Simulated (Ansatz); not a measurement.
Geometry optimisation, RKS r2SCAN-D4/def2-SVP (Ansatz 0.2.0).

The input (input.yaml):

```yaml
crystal:
  periodic: [false, false, false]
  atoms:
    - { symbol: Si, position_ang: [0.240673, 0.022302, 0.047518] }
    - { symbol: Cl, position_ang: [0.815123, -0.006602, 2.056497] }
    - { symbol: H, position_ang: [1.616735, -0.027904, -0.424065] }
    - { symbol: H, position_ang: [-0.580702, 1.206967, -0.290999] }
    - { symbol: F, position_ang: [-0.601229, -1.300762, -0.33425] }
basis:
  gaussian: { orbitals: def2-SVP }
hamiltonian:
  xc: r2scan
  dispersion: d4
relax:
  f_tol: 0.03
  max_steps: 50
```

Run as:

```bash
$ ansatz run input.yaml --threads 1 --pin off --max-ram 2048MiB --backend cpu --events-out ev --progress --plain --runs-dir out
```

Task: Where does it end, and by what steps?

Result: The forces met the threshold. After 3 steps the energy has fallen by 0.186 eV; H3 moved furthest, 0.21 Å.

```
step  energy less start (eV)  largest force component (eV/Å)  accepted
   0                  0.0000                           1.105       yes
   1                 -0.1707                           0.467       yes
   2                 -0.1844                           0.089       yes
   3                 -0.1856                           0.030       yes
```

```xyz
5
Properties=species:S:1:pos:R:3
Si 0.300 0.019 0.095
Cl 0.668 -0.003 2.114
H 1.593 -0.026 -0.628
H -0.520 1.206 -0.239
F -0.549 -1.302 -0.289
```

Whether the end is a true minimum wasn't checked by a vibrational analysis.

Time of the run: 11 s on 1 thread of Arm Neoverse V2, on a shared host, peak memory 0.13 GiB.
